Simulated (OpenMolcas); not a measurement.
BH2 (SMILES [BH2]): methods side by side

BH2 has 3 atoms, charge 0, and is taken as a doublet. As SMILES, `[BH2]`. The shape is that of a GFN2-xTB optimisation.

| atom | x (Å) | y (Å) | z (Å) |
| --- | --- | --- | --- |
| B | 0.2628 | -0.1662 | 0.1286 |
| H | 0.2800 | 0.9853 | 0.2610 |
| H | -0.5429 | -0.8191 | -0.3896 |

Quantity: the energy change with the B1–H3 bond stretched from 1.159 to 2.029 Å, in eV. The values are calculated.

```csv
level,kind,program,value (eV),less FCI/6-31G**,CPU time (all runs)
ROHF/6-31G** (spherical functions),Hartree–Fock,OpenMolcas,3.08,+0.44,4.2 s
USVWN5/6-31G** (spherical functions),LDA,OpenMolcas,2.49,-0.15,5.9 s
UPBE/6-31G** (spherical functions),GGA,OpenMolcas,2.51,-0.13,7.7 s
U-r2SCAN/6-31G** (spherical functions),meta-GGA,OpenMolcas,2.67,+0.03,10 s
UM06-2X/6-31G** (spherical functions),hybrid meta-GGA,OpenMolcas,2.79,+0.15,11 s
"CASSCF(3,3)/6-31G** (spherical functions)",multireference,OpenMolcas,2.37,-0.27,4.6 s
ROCCSD(T)/6-31G** (spherical functions),coupled cluster or CI,OpenMolcas,2.66,+0.02,4.7 s
FCI/3-21G,exact in the basis,OpenMolcas,2.31,-0.33,4.2 s
FCI/6-31G** (spherical functions),exact in the basis,OpenMolcas,2.64,0.00,28 s
```

FCI/6-31G** (spherical functions) is exact within its basis and frozen core, so for wave-function methods in that basis the difference is their error; functionals converge differently with the basis, so for them it is only a difference. The first shape isn't each level's own minimum. The values span 2.31 to 3.08 eV. High-level rows in very small sets aren't better than simpler rows in larger ones. CPU times are rough (shared hosts, several kinds of processor): they show what a rung costs within a factor of a few.
